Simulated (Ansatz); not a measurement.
Write a Python script for the Python package of Ansatz (0.2.0) that makes a polarisability from point charges of AlFH₂, SMILES [F][AlH2]. Level of theory (for the species named): CAM-B3LYP, def2-SVPD basis, multiplicity 1.

The script reads `alfh2.xyz`:
```text
4

F    -0.36750   -0.04510    1.71000
Al    0.01030   -0.01360   -0.05150
H    -0.38410   -1.27390   -0.96890
H     0.79680    1.27230   -0.71000
```

The script, `field_alfh2.py`:
```python
'''Dipole of AlFH2 in the field of point charges.'''

import ansatz
import numpy as np

BASIS = 'def2-SVPD'
FUNCTIONAL = 'CAM-B3LYP'

system = ansatz.Crystal.molecule_from_extxyz('alfh2.xyz')

calc = (
    system.calculation()
    .basis(gaussian=BASIS)
    .functional(FUNCTIONAL)
    .accuracy('medium')
    .forces()
)
# charges +q and -q at -R and +R make a nearly even field 2 k q / R^2 at the centre
centre = np.mean([site.position_ang for site in system.cartesian_sites], axis=0)
field = 2 * 14.399645 * 3.0 / 25.0 ** 2


def dipole(axis, sign):
    arm = 25.0 * np.eye(3)[axis]
    pair = [{'charge': sign * 3.0, 'position_ang': (centre - arm).tolist()}, {'charge': -sign * 3.0, 'position_ang': (centre + arm).tolist()}]
    deck = calc.input().set(ansatz.key.basis.gaussian.point_charges, pair)
    return np.array(ansatz.Session.from_dict(deck).plan().execute().report['charge_distribution']['dipole_moment_e_ang'])


print(f'field {field:.4f} V/A')
alpha = np.array([(dipole(axis, 1) - dipole(axis, -1)) / (2 * field) * 14.399645 for axis in range(3)])
print('polarisability tensor (A^3)')
print(np.array2string(alpha, precision=3, suppress_small=True))
print(f'mean {np.trace(alpha) / 3:.3f} A^3 = {np.trace(alpha) / 3 / 0.14818471:.2f} bohr^3')
```

```console
$ python field_alfh2.py
field 0.1382 V/A
polarisability tensor (A^3)
[[ 4.045  0.357 -0.128]
 [ 0.362  4.629  0.047]
 [-0.131  0.047  4.559]]
mean 4.411 A^3 = 29.77 bohr^3
```

What to keep in mind:
- These settings explore the input space; basis and method may be short of convergence.
- The geometry is a force-field or estimated start, not a minimum of this method, and the basis set is short of its limit. The field of two point charges is only nearly even.
- Finished in 6.6 s on 1 thread of Arm Neoverse V2 (shared host), peak memory 0.18 GiB.
